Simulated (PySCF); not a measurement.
**LiH: from constants to spectrum**

RHF-CCSD(T) constants of LiH, ¹Σ⁺ (singlet), closed shell (basis Li def2-SVPD, H def2-SVPD; no relativity; PySCF 2.14; masses 7.0160 and 1.0078 u):

- ωe: 1400.9 cm⁻¹
- ωexe: 26.5 cm⁻¹
- Be: 7.4267 cm⁻¹
- αe: 0.235 cm⁻¹
- D (centrifugal): 0.000835 cm⁻¹
- De to Li + H: 2.38 eV

Task: Estimate the standard entropy (1 bar) and heat capacity of the ideal gas at 298.15 K, rigid rotor with B0 and harmonic oscillator at the fundamental.

Result: Translation (Sackur–Tetrode, M = 8.02 u): 134.8 J/(mol K). Rotation: q = kT/(σB0) = 28.4 with σ = 1, 36.1. Vibration: x = hcν0/kT = 6.50, 0.09. S° = 171.0 J/(mol K); Cp = 7R/2 + 0.53 = 29.6 J/(mol K).

Measured values (Huber and Herzberg, Constants of Diatomic Molecules (1979)): ωe = 1405.65 cm⁻¹, ωexe = 23.2 cm⁻¹, Be = 7.5131 cm⁻¹, αe = 0.2132 cm⁻¹.

Correlated steps freeze no core orbitals. Correlated levels converge slowly with the basis: in double zeta they bind strong bonds too weakly, by up to about 1 eV, and carry superposition errors of some tenths. Where the molecule has an RHF reference, its open-shell atoms are computed with UHF.
